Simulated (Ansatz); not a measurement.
Energy needed to pull apart C2H3B (SMILES BC#C), singlet, into free ground-state atoms, from the structure below (displaced at random from a GFN2-xTB minimum); no zero-point or spin–orbit terms; open-shell atoms are treated unrestricted, in their ground-state multiplicity.

```tsv
atom	x (Å)	y (Å)	z (Å)
B1	-0.8023	0.6562	-0.4043
C2	0.2660	-0.2185	0.1321
C3	1.1546	-0.9074	0.5623
H4	-1.7034	0.1519	-0.9616
H5	-0.8133	1.8247	-0.2072
H6	1.9948	-1.5339	0.7851
```

Computed with Ansatz 0.2.0 (basis: def2-TZVPP); correlated methods freeze the cores. B3LYP uses VWN-RPA correlation.

| method | atomization energy (kcal/mol) |
| --- | --- |
| PBE-D4 | 602.0 |
| r2SCAN-D4 | ? |
| PBE0-D4 | 590.4 |
| B3LYP-D4 | 589.8 |
| wB97X-V | 583.5 |
| wB97M-V | 588.1 |
| HF | 445.0 |
| MP2 | 584.4 |
| CCSD | ? |
| CCSD(T) | 569.6 |

Problem. What does r2SCAN-D4 give? (An estimate is asked for; the value comes from the calculation.)

Solution. The calculation gives: 589.6 kcal/mol, which is about 20.0 kcal/mol more than CCSD(T)/def2-TZVPP.

Problem. What does CCSD give? (An estimate is asked for; the value comes from the calculation.)

Solution. By the calculation: 560.1 kcal/mol, which is about 9.5 kcal/mol less than CCSD(T)/def2-TZVPP.

In triple zeta the MP2 and coupled-cluster atomization energies are still short of their basis limit by a few kcal/mol a bond, whereas those of the functionals are nearly converged, so these differences are not deviations from converged CCSD(T).

T1 diagnostic: at most 0.014.

For scale, one of the runs: CCSD(T)/def2-TZVPP forces, 135 basis functions (an equivalent command: `ansatz run in.yaml --threads 4`). Hardware: 4 CPU threads, shared host. Wall time 17 s; peak host memory 1.3 GiB.
